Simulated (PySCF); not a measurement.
# Unknown compound

An unknown has the formula C₂H₅N. Its calculated NMR data are:

¹H NMR (500 MHz, computed): δ 1.42 (s, 4H), -0.83 (br s, 1H).

¹³C{¹H} NMR (computed): δ 19.6 (CH2, 2C).

Non-relativistic, one computed conformer, isolated molecule, equivalent nuclei averaged. GIAO B97-2/pcSseg-2 shieldings; geometry from PBE0-D3(BJ)/def2-TZVP; PySCF.

Scale: ¹H, ¹³C against TMS (reference shieldings calculated alike).

Question: What is the structure?

Answer: 
Rings plus π bonds: 1 (1 ring in the answer). 1 carbon signal for 2 carbons: some carbons are equivalent by symmetry or fast rotation. Carbon types of the structure: 2 × CH2, leaving 1 H on heteroatoms. δC 19.6: aziridine ring carbon. δH 1.42: hydrogen on an aziridine ring carbon. δH -0.83: hydrogen on an amine nitrogen; exchangeable, gas-phase position.

Structure: `C1CN1`.

The OH or NH signal is concentration- and solvent-dependent in practice; the value given is the gas-phase one. Shifts are as computed. Against solution values, carbons near 30 ppm lie about +3 ppm off and those near 130 ppm about +7 ppm. Of 1211 compounds with measured shifts, 218 miss one by over three times the rms of a fit or turn the order of signals round; such compounds aren't used in these exercises.
